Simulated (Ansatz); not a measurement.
P₃⁻. Total charge -1; triplet. Geometry PBE0-D4/def2-TZVP, that of the neutral doublet; atoms count from 1.

```xyz
3

P     0.4781    0.8619   -0.6146
P     0.5972   -0.3699    1.0422
P    -1.0753   -0.4920   -0.4276
```

The highest occupied level of the charge -1 triplet lies above zero (up to 0.29 eV). By energy differences its removal costs 1.55 eV (vertical, to the charge 0 doublet, at PBE0-D4/def2-TZVPD); a positive level beside a positive removal energy at the same level points to self-interaction error. The structure comes from a short search, and lower isomers may exist.

Question: Estimate the Mulliken populations from the PBE0/def2-TZVPD orbitals of Ansatz.

Answer: 
```json
{"atom": "P1", "charge (e)": "-0.35", "spin (α − β)": "0.62"}
{"atom": "P2", "charge (e)": "-0.33", "spin (α − β)": "0.69"}
{"atom": "P3", "charge (e)": "-0.33", "spin (α − β)": "0.69"}
```
Mulliken values and Mayer orders depend strongly on the basis. With diffuse functions, as here, like atoms can get unlike values, and bond orders can come out too low or too high.

Question: Where does the spin sit?

Answer: Summed by element: P 2.00, of 2 unpaired in all. Largest on single atoms: P3 0.69, P2 0.69, P1 0.62.

Question: And the Mayer bond orders between bonded heavy atoms (over 0.3)?

Answer: P1–P2 1.36 (2.07 Å); P1–P3 1.36 (2.07 Å); P2–P3 1.26 (2.23 Å).
